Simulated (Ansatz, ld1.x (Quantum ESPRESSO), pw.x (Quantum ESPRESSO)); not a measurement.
**From atom to crystal: TM potential for Nb**

Nb (Z = 41), norm-conserving Troullier–Martins (Kleinman–Bylander form), made with ld1.x (Quantum ESPRESSO) 7.5 (PBE, scalar-relativistic). Core [Kr], reference 4d4 5s0 5p0 (charge +1). Waves: 5s (bound, empty): rc 2.50 bohr; 4d (bound): rc 1.55 bohr; 5p (bound, empty): rc 3.40 bohr. Local part: the p channel. Core correction: a·sin(br)/r model core inside 1.40 bohr.

Atomic tests: cutoffs needed: 40 Ry and 50 Ry (the cutoffs (Ry, on a coarse ladder) from which the occupation-weighted sum of valence levels, in a spherical-Bessel basis at the reference potential, stays within 10 and 1 mRy of its value at 400 Ry); ghost test: no extra level below or beside the all-electron valence levels (s, d, p, f tested) (spherical-Bessel basis up to 400 Ry, 20 bohr box); configuration tests: 1 of 7 tests not solved or not reliable.

Crystal test: bcc Nb in pw.x 7.5, no spin, 14³ k-points, Fermi–Dirac smearing 0.01 Ry, cutoffs 60/240 Ry. The reference is all-electron LAPW (Ansatz 0.2.0) with the same functional, mesh and smearing; V0 and B0 come from Birch–Murnaghan fits to the pressures at five volumes. Errors are pseudo minus all-electron; Δ is the rms difference of the E(V) curves that follow from these fits, minima aligned, over ±6 % about the mean V0. Mesh and smearing are coarse, so the numbers serve the comparison and aren't converged zero-temperature values; the lattice is a test structure that the element need not adopt.

All-electron: a0 = 3.314 Å (V0 = 18.20 Å³/atom), B0 = 167.9 GPa.

How far does the potential miss the all-electron equation of state?

mean pressure error (GPa): +23.91. The pressure does not cross zero within the volumes sampled, so no fit is given. The largest radius (3.40 bohr) exceeds half the bond length (2.71 bohr), so the spheres overlap, which is one possible source of error among others. This is a poor potential for the solid. Atomic configuration tests: 1 of 7 tests not solved or not reliable.

```tsv
V (Å³/atom)	P all-electron (GPa)	P pseudo (GPa)
17.270	9.63	38.52
17.725	4.62	30.71
18.179	0.16	23.77
18.633	-3.83	17.61
19.088	-7.38	12.13
```

At the middle volume, how do free energy and pressure move when the wave cutoff is lowered (ecutrho kept at four times it)?

```csv
cutoff (Ry),shift of F (meV/atom),shift of P (GPa)
27,+857.8,-24.92
36,+144.6,-6.08
48,+8.0,-0.52
```

The run at the middle volume (104 k-points, 7 iterations) took about 7.7 s on one core of a shared host (AMD EPYC 9R14, 96 threads, 370 GiB, load 41).
